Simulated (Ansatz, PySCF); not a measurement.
This Ansatz (an electronic-structure program) input computes a PBE/def2-TZVPD energy:

Ansatz 0.2 input:
```yaml
crystal:
  periodic: [false, false, false]
  atoms:
    - {symbol: C, position_ang: [-0.01241639, 1.32206426, -0.15805984]}
    - {symbol: O, position_ang: [0.00414915, 0.05348056, 0.61048173]}
    - {symbol: C, position_ang: [0.00797392, -1.09297501, -0.17315524]}
    - {symbol: H, position_ang: [0.86116398, 1.24654712, -0.85628355]}
    - {symbol: H, position_ang: [-0.89501764, 1.23163680, -0.84304143]}
    - {symbol: H, position_ang: [0.02047670, -1.98820923, 0.47696201]}
    - {symbol: H, position_ang: [-0.88196323, -1.15369441, -0.83042416]}
    - {symbol: H, position_ang: [0.88880180, -1.13866028, -0.84377624]}
basis:
  gaussian:
    orbitals: def2-TZVPD
hamiltonian:
  xc: {name: PBE}
total_charge: -1
output: {forces: true}
```

### Question
Write an input for the same energy in PySCF and say what it gives.

### Answer

```python
from pyscf import gto, scf, dft

mol = gto.M(
    atom='''
    C    -0.01241639    1.32206426   -0.15805984
    O     0.00414915    0.05348056    0.61048173
    C     0.00797392   -1.09297501   -0.17315524
    H     0.86116398    1.24654712   -0.85628355
    H    -0.89501764    1.23163680   -0.84304143
    H     0.02047670   -1.98820923    0.47696201
    H    -0.88196323   -1.15369441   -0.83042416
    H     0.88880180   -1.13866028   -0.84377624
    ''',
    basis='def2-tzvpd',
    charge=-1,
    spin=0,
    verbose=4,
)

mf = dft.RKS(mol, xc='pbe').density_fit(auxbasis='def2-universal-jkfit')
mf.grids.level = 3
mf.conv_tol = 1e-9
mf.max_cycle = 100
mf.max_memory = 1500
mf.kernel()
if not mf.converged:
    mf = mf.newton()
    mf.kernel(mf.make_rdm1())
mf.analyze()
```
It gives -154.22603 Eh, and Ansatz -154.22592 Eh, a difference of 0.11 mEh, from the treatment of integrals and grids.

It need not be the lowest isomer of its formula. Whether it binds its extra electron was not tested at this geometry.
